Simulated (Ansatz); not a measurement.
# C₂H₂OS: single points off equilibrium

A test off equilibrium: a structure displaced at random from a GFN2-xTB minimum is computed at several levels, and each is set against CCSD(T).

Computed with Ansatz 0.2.0, Gaussian basis. Level: single points in def2-TZVPP.

Correlated methods freeze the cores.

### 1 Where the work starts

SMILES `OC=C=S`, 6 atoms, charge 0, spin multiplicity 1.

Atoms are counted from 1 here; the program's logs count them from 0.

Bond lengths: O1–C2 1.399 Å, O1–H5 1.034 Å, C2–C3 1.381 Å, C2–H6 1.115 Å, C3–S4 1.423 Å. Angles: C2–O1–H5 112.0°, O1–C2–C3 126.4°, O1–C2–H6 117.2°, C3–C2–H6 115.5°, C2–C3–S4 172.1°.

Coordinates:

```mol
C2H2OS
  3D, bonds by distance, orders not assigned

  6  5  0  0  0  0  0  0  0  0999 V2000
    0.3024    1.1162   -0.8100 O   0  0
    0.0484    0.1564    0.1755 C   0  0
   -0.2439   -1.1766   -0.0352 C   0  0
   -0.3621   -2.5858   -0.1929 S   0  0
    0.4077    2.0632   -0.4093 H   0  0
   -0.1142    0.5253    1.2154 H   0  0
  1  2  8  0
  1  5  8  0
  2  3  8  0
  2  6  8  0
  3  4  8  0
M  END
```

### 2 CCSD(T)/def2-TZVPP

The input, run/in.yaml:

```yaml
crystal:
  periodic: [false, false, false]
  atoms:
    - {symbol: O, position_ang: [0.302400, 1.116200, -0.810000]}
    - {symbol: C, position_ang: [0.048400, 0.156400, 0.175500]}
    - {symbol: C, position_ang: [-0.243900, -1.176600, -0.035200]}
    - {symbol: S, position_ang: [-0.362100, -2.585800, -0.192900]}
    - {symbol: H, position_ang: [0.407700, 2.063200, -0.409300]}
    - {symbol: H, position_ang: [-0.114200, 0.525300, 1.215400]}
basis:
  gaussian: {orbitals: def2-TZVPP}
correlation: {method: ccsd_t}
output: {forces: true}
```

The command line of these runs was not kept.

### 3 PBE0-D4/def2-TZVPP

Edit run/in.yaml of step 2 so:

```diff
@@ -11,3 +11,3 @@
   gaussian: {orbitals: def2-TZVPP}
-correlation: {method: ccsd_t}
-output: {forces: true}
+hamiltonian: {xc: pbe0, dispersion: d4}
+output: {forces: true, orbitals: {seedname: orbitals}}
```

### 4 wB97M-V/def2-TZVPP

Edit run/in.yaml of step 3 so:

```diff
@@ -11,3 +11,3 @@
   gaussian: {orbitals: def2-TZVPP}
-hamiltonian: {xc: pbe0, dispersion: d4}
-output: {forces: true, orbitals: {seedname: orbitals}}
+hamiltonian: {xc: {name: wB97M-V}}
+output: {forces: true}
```

### 5 r2SCAN-D4/def2-TZVPP

Edit run/in.yaml of step 4 so:

```diff
@@ -11,3 +11,3 @@
   gaussian: {orbitals: def2-TZVPP}
-hamiltonian: {xc: {name: wB97M-V}}
+hamiltonian: {xc: r2scan, dispersion: d4}
 output: {forces: true}
```

### 6 PBE-D4/def2-TZVPP

Edit run/in.yaml of step 5 so:

```diff
@@ -11,3 +11,3 @@
   gaussian: {orbitals: def2-TZVPP}
-hamiltonian: {xc: r2scan, dispersion: d4}
+hamiltonian: {xc: pbe, dispersion: d4}
 output: {forces: true}
```

### 7 BLYP-D4/def2-TZVPP

Edit run/in.yaml of step 6 so:

```diff
@@ -11,3 +11,3 @@
   gaussian: {orbitals: def2-TZVPP}
-hamiltonian: {xc: pbe, dispersion: d4}
+hamiltonian: {xc: {name: BLYP}, dispersion: d4}
 output: {forces: true}
```

### 8 B97M-V/def2-TZVPP

Edit run/in.yaml of step 7 so:

```diff
@@ -11,3 +11,3 @@
   gaussian: {orbitals: def2-TZVPP}
-hamiltonian: {xc: {name: BLYP}, dispersion: d4}
+hamiltonian: {xc: {name: B97M-V}}
 output: {forces: true}
```

(Steps that only read results are left out.)

Q: Predict the outcome of this session. Wanted: energy less free atoms, CCSD(T)/def2-TZVPP; RMS force component; RMS force error; HOMO and LUMO, PBE0-D4; T1 diagnostic.

The runs gave:

| quantity | value |
| --- | --- |
| energy less free atoms, CCSD(T)/def2-TZVPP | -2211.0 kJ/mol |
| RMS force component | 3.860 to 4.001 eV/Å over the methods |
| RMS force error | PBE0-D4 0.289, wB97M-V 0.259, r2SCAN-D4 0.203, PBE-D4 0.209, BLYP-D4 0.216, B97M-V 0.262 eV/Å |
| HOMO and LUMO, PBE0-D4 | -5.44 and -2.08 eV |
| T1 diagnostic | 0.015 |

In words: Against CCSD(T) the functionals' energies less atoms differ by -224.8 to -98.0 kJ/mol, PBE-D4 by -224.8 kJ/mol. CCSD(T) in triple zeta still lacks some correlation energy of the bonds, so part of these gaps is its own basis error and they don't rank the functionals. For forces r2SCAN-D4 does best and PBE0-D4 worst. Frozen-core CCSD(T) forces in triple zeta carry basis errors of their own, and this is one geometry, so small gaps rank nothing. The restricted Hartree–Fock reference is unstable towards an unrestricted one at one or more of these structures.
